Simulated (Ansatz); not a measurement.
Results of PBEsol in Ansatz (PAW) for hcp Cd.

Settings: plane-wave cutoff 500 eV, 5×5×5 k mesh, Fermi–Dirac smearing 0.1 eV, cell of 36 sites, scalar-relativistic PAW data made under PBE.

### Question
What does this level give for the vacancy formation energy and vacancy formation energy before relaxation?

### Answer

vacancy formation energy: 0.35 eV
vacancy formation energy before relaxation: 0.52 eV

Note: energies are extrapolated to zero smearing, and mesh and cell size move such values by some hundredths of an eV or more.

The computed numbers hold no vibrational or temperature effects.

Computing time: roughly 30 core-minutes.

Ansatz is a program for electronic structure.
